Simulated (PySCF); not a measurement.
Calculated properties of `C=C=C=C(C)C`

Compound: C6H8.
SMILES with atom numbers: `[CH2:1]=[C:2]=[C:3]=[C:4]([CH3:5])[CH3:6]` (hydrogens: H7, H8 on C1; H9, H10, H11 on C5; H12, H13, H14 on C6)

Geometry (GFN2-xTB, Å), atoms numbered from 1 in this order:
```xyz
14
C6H8 angstrom
C      3.215    0.186   -0.438
C      1.915    0.110   -0.319
C      0.664    0.037   -0.205
C     -0.643   -0.038   -0.086
C     -1.309   -1.162    0.649
C     -1.553    0.996   -0.677
H      3.865   -0.563   -0.015
H      3.686    1.001   -0.963
H     -0.578   -1.879    1.013
H     -2.012   -1.673   -0.009
H     -1.873   -0.771    1.496
H     -2.179    1.432    0.102
H     -0.985    1.788   -1.159
H     -2.212    0.536   -1.414
```

Structural features include: allene or cumulene.

From GFN2-xTB geometry:

```
Rotational constants A, B, C of the GFN2-xTB geometry : 8.443, 1.851, 1.547 GHz
```

PBE0/def2-SVPD ground state and vertical TDDFT (core frozen in the response) (PySCF):

```
Dipole moment                                                     : 1.19 D
HOMO energy                                                       : -6.45 eV
LUMO energy                                                       : -1.15 eV
HOMO–LUMO gap                                                     : 5.30 eV
Lowest singlet excitation                                         : 4.32 eV (287 nm, f = 0.000)
Strongest line among the 8 lowest singlet transitions             : S2 at 5.23 eV (237 nm, f = 0.584)
Lowest triplet excitation (Tamm–Dancoff)                          : 2.68 eV
Static isotropic polarisability                                   : 86.5 au
Electronic spatial extent ⟨r²⟩ about the centre of nuclear charge : 793 bohr²
```

Monoisotopic mass from the formula: 80.0626 u.

The polarisability is 12.82 Å³ as a volume (1 au = 0.148185 Å³), or 1.97 au for each of the 44 electrons. The rotational constants make it an asymmetric top with κ = (2B − A − C)/(A − C) = -0.91, nearer the prolate limit (−1). S1 lies 0.98 eV below the HOMO–LUMO gap; its leading configuration is HOMO−1→LUMO, weight 0.99. No computed singlet falls in the visible range (750 to 380 nm, 1.65 to 3.26 eV); S1 lies 1.06 eV above its blue end. With B = h/(8π²I), that is 505.379 GHz u Å² over I, the principal moments of inertia are 59.9, 273.0 and 326.6 u Å² (most abundant isotopes); the inertial defect Ic − Ia − Ib is -6.3 u Å² (zero for a rigid planar frame, negative otherwise). The vertical singlet–triplet gap S1 − T1 is 1.64 eV (TDDFT singlet less Tamm–Dancoff triplet; S1: HOMO−1→LUMO, weight 0.99; T1: HOMO→LUMO, weight 0.97).

Geometry: GFN2-xTB; no solvent, vibrations or thermal averaging.
